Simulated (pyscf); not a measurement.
H₃Si–PH–SiH₃ + H atom (H•) -> silane (SiH₄) + H₃Si–PH•, a substitution at Si (doublet surface; P–Si broken, H–Si formed). PySCF, gas phase, ωB97X-D3(BJ)/def2-SVP geometries. Energies in kJ/mol from the separated reactants.

Small-basis levels: PySCF, no dispersion term, spherical d functions. GFN2-xTB: tblite. Open shells are spin-unrestricted. 

| level | barrier | reaction energy |
|---|---|---|
| SVWN5/6-31G* | -42.9 | -72.1 |
| BP86/6-31G* | -18.6 | -107.4 |
| PBE/6-31G* | -10.2 | -85.6 |
| B3LYP/6-31G* | 3.1 | -116.6 |
| M06-2X/6-31G* | ? | -88.3 |
| PBE/def2-SVP | -9.1 | -82.0 |
| GFN2-xTB | ? | -84.0 |
| ωB97M-D3(BJ)/def2-TZVP | ? | -87.1 |

What belongs in the gaps?


- M06-2X/6-31G*, barrier: 18.2
- GFN2-xTB, barrier: 2.9
- ωB97M-D3(BJ)/def2-TZVP, barrier: 20.2

Against the last row the barrier runs from -63.1 (SVWN5/6-31G*) to -2.0 kJ/mol (M06-2X/6-31G*). At SVWN5/6-31G*, BP86/6-31G*, PBE/6-31G*, PBE/def2-SVP this geometry lies under one side, so the entry may be no barrier of that level: it is a single point on another level's saddle. ωB97M-D3(BJ)/def2-TZVP has limits of its own. One saddle was located; it need not be the lowest between these sides. The angle at the attacked Si is 177°.
